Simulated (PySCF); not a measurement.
# H2SO2 (SMILES O=[SH2]=O): levels of theory compared

Wanted: a comparison of 6 runs (B2PLYP/STO-3G, M06-2X/STO-3G, UPBE0/STO-3G, UMP2/STO-3G, NEVPT2(2,2)/STO-3G, UCCSD(T)/STO-3G) of H2SO2. 

Program for the calculation: PySCF 2.14.0.

## 1. The structure to begin with

H2SO2 has 5 atoms, charge 0, and is taken as a singlet. As SMILES, `O=[SH2]=O`. The S2–H4 distance was set to 3.078 Å, away from the relaxed value. At this shape a bond of the SMILES string is far longer than usual.

Bond lengths: O1–S2 1.425 Å, S2–O3 1.425 Å, S2–H5 1.399 Å. Angles: O1–S2–O3 121.4°, O1–S2–H5 107.9°, O3–S2–H5 107.9°.

## 2. A single-point energy at B2PLYP/STO-3G (run 1)

File job.py:

```python
from pyscf import gto, dft, mp

mol = gto.Mole()
mol.atom = '''
O     -0.566770     2.398947     4.175176
S      1.322616     1.851002     2.336170
O      3.696112     0.788711     3.036257
H     -1.055639    -1.591471    -1.703267
H      1.792628     4.063701     0.969029
'''
mol.charge = 0
mol.unit = 'bohr'
mol.basis = 'sto-3g'
mol.verbose = 3
mol.max_memory = 1860
mol.build()

mf = dft.RKS(mol, xc='0.53*HF + 0.47*B88, 0.73*LYP')
mf.conv_tol = 1e-10
mf.grids.level = 5
mf.kernel()
if not mf.converged:
    mf = mf.newton().run(mf.mo_coeff, mf.mo_occ)

pt = mp.MP2(mf, frozen=7).run()
energy = mf.e_tot + 0.27 * pt.e_corr
print('PT2 part  %.8f' % (0.27 * pt.e_corr))
print('E(%s) = %.9f' % ('B2PLYP', energy))
```

Command:

```bash
OMP_NUM_THREADS=1 python job.py
```

Standard output:

```text
converged SCF energy = -542.336370182139
E(RMP2) = -542.816110002134  E_corr = -0.479739819994183
E(SCS-RMP2) = -542.855876969088  E_corr = -0.519506786948326
PT2 part  -0.12952975
E(B2PLYP) = -542.465899934
```

Run time: 4.5 s. Hardware: 1 thread of Arm Neoverse V2, shared host; peak memory 0.21 GiB.

## 3. A single-point energy at M06-2X/STO-3G (run 2)

File input.xyz:

```xyz
5
H2O2S
O     -0.299922     1.269468     2.209408
S      0.699898     0.979508     1.236248
O      1.955898     0.417368     1.606718
H     -0.558620    -0.842170    -0.901330
H      0.948618     2.150418     0.512788
```

File job.py:

```python
from pyscf import gto, dft

mol = gto.M(
    atom='input.xyz',
    verbose=3,
    basis='sto-3g',
    max_memory=1860,
)

calc0 = dft.RKS(mol)
calc0.xc = 'm06-2x'
calc0.conv_tol = 1e-10
calc0.grids.level = 5
calc0.kernel()
if not calc0.converged:
    calc0 = calc0.newton().run(calc0.mo_coeff, calc0.mo_occ)

e_tot = calc0.e_tot
print(f'total energy: {e_tot:.8f} hartree')
```

Command:

```bash
OMP_NUM_THREADS=1 python job.py
```

Standard output:

```text
converged SCF energy = -542.76357168126
total energy: -542.76357168 hartree
```

Wall time 5.4 s (1 thread of Arm Neoverse V2, shared host); peak memory 0.21 GiB.

Runs 3 to 5 aren't shown in full; the table further down has their settings and results.

## 4. The energy at UCCSD(T)/STO-3G (run 6)

input.xyz is that of step 3.

File job.py:

```python
from pyscf import gto, scf, cc

mol = gto.M(
    atom='input.xyz',
    verbose=3,
    basis='sto-3g',
    max_memory=1860,
)

hf = scf.UHF(mol)
hf.conv_tol = 1e-10
hf.kernel()
if not hf.converged:
    hf = hf.newton().run(hf.mo_coeff, hf.mo_occ)
for _ in range(3):
    mo, _, stable, _ = hf.stability(return_status=True)
    if stable:
        break
    hf.kernel(hf.make_rdm1(mo, hf.mo_occ))

mycc = cc.CCSD(hf, frozen=7)
mycc.kernel()
e_t = mycc.ccsd_t()
e_final = mycc.e_tot + e_t
print('Final energy', e_final)
```

Command:

```bash
OMP_NUM_THREADS=1 python job.py
```

Standard output:

```text
converged SCF energy = -541.341625398346  <S^2> = 1.6083135e-10  2S+1 = 1
<class 'pyscf.scf.uhf.UHF'> wavefunction has an internal instability
converged SCF energy = -541.547479146179  <S^2> = 1.0286975  2S+1 = 2.2615902
<class 'pyscf.scf.uhf.UHF'> wavefunction has an internal instability
converged SCF energy = -541.555768405298  <S^2> = 1.0137577  2S+1 = 2.2483395
<class 'pyscf.scf.uhf.UHF'> wavefunction is stable in the internal stability analysis
E(UCCSD) = -541.6919866471918  E_corr = -0.1362182418937941
UCCSD(T) correction = -0.0107919490697073
Final energy -541.7027785962615
```

Run time: 1.2 s. Hardware: 1 thread of Arm Neoverse V2, shared host; peak memory 0.12 GiB.

## 5. Overview of the runs

```
run               level  frozen core orbitals  follow instability  energy (Eh)  dipole moment (D) of the reference  HOMO energy (eV)  LUMO energy (eV)  wall time
  1       B2PLYP/STO-3G                     7                   –  -542.465900                                2.23             -3.31             -0.38      4.5 s
  2       M06-2X/STO-3G                     –                   –  -542.763572                                2.10             -3.48             -0.53      5.4 s
  3        UPBE0/STO-3G                     –                 yes  -542.610091                                1.92             -3.08              0.97       31 s
  4         UMP2/STO-3G                     7                 yes  -541.649754                                2.75             -6.32              6.59     0.93 s
  5  NEVPT2(2,2)/STO-3G                     –                   –  -541.670899                                2.44             -4.26              0.83     0.74 s
  6     UCCSD(T)/STO-3G                     7                 yes  -541.702779                                2.75             -6.32              6.59      1.2 s
```

## 6. Results

| quantity | value |
| --- | --- |
| run 6: total energy | -541.70278 Eh |
| run 6: dipole moment (Hartree–Fock density) | 2.75 D |
| run 6: HOMO energy (Hartree–Fock orbitals) | -6.32 eV |
| run 6: LUMO energy (Hartree–Fock orbitals) | 6.59 eV |
| run 6: HOMO–LUMO gap (Hartree–Fock orbitals) | 12.91 eV |
| run 6: correlation energy (7 core orbitals frozen) | -147.0 mEh |
| run 6: (T) correction | -10.79 mEh |
| run 6: ⟨S²⟩ of the reference determinant | 1.014 |
| run 6: T1 diagnostic | 0.076 |

In words: Over runs 1, 2, 3 the dipole moment (its size) runs from 1.92 D (UPBE0/STO-3G) to 2.23 D (B2PLYP/STO-3G). A double hybrid's value is that of its SCF part. Over runs 1, 2, 3 the HOMO–LUMO gap runs from 2.93 eV (B2PLYP/STO-3G) to 4.05 eV (UPBE0/STO-3G). Totals of different functionals can't be ranked against each other. In runs 1, 2, 3, 4, 5, 6 the basis is minimal, so the values are rough. In runs 1, 2 a closed-shell determinant meets a far-stretched bond, which it describes badly. Spin contamination of the reference: run 4 ⟨S²⟩ = 1.01, run 6 ⟨S²⟩ = 1.01, run 3 ⟨S²⟩ = 1.00. Where it is this large, the reference is a mixture of spin states, and values that rest on it are in doubt. All runs together took 44 s, the longest 31 s.
